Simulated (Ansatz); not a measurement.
A made-up structure of BSiH3, closed shell:

B1  (0.528, -0.995, 0.641)
Si2  (-0.298, 0.566, -0.375)
H3  (1.073, -2.010, 1.285)
H4  (-1.764, 0.413, -1.113)
H5  (0.461, 2.026, -0.439)
(Å)

It is relaxed with PBE-D4/def2-SVP and then PBE0-D4/def2-TZVP (Ansatz 0.2.0). Atoms count as bonded within 1.22 times the sum of their covalent radii (H–H: 0.88 Å). The end point is not checked to be a true minimum.

Problem. Does its bonding change? (Judge from chemistry; the calculation decides.)

Solution. The calculation gives: No: no bond forms or breaks.

Where it ends: The first stage lowers the energy by 0.87 eV in 11 steps. It ends as BSiH₃ ([BH][SiH2]):
```
atom    x (Å)    y (Å)    z (Å)
  B1   0.4491  -0.8737   0.6119
 Si2  -0.2155   0.4737  -0.4262
  H3   0.9611  -1.7965   1.1397
  H4  -1.5896   0.3778  -0.9628
  H5   0.3950   1.8186  -0.3625
```

Labels in which every atom is bracketed show which atoms are joined, not bond orders.

For scale, one of the runs: PBE0-D4/def2-TZVP relaxation, 86 basis functions, launched by `ansatz run in.yaml --threads 2 --pin off --events-out ev --progress --plain --max-ram 4352MiB`. The run took about 5.5 s on 2 CPU threads of an Arm Neoverse V2 (shared host).
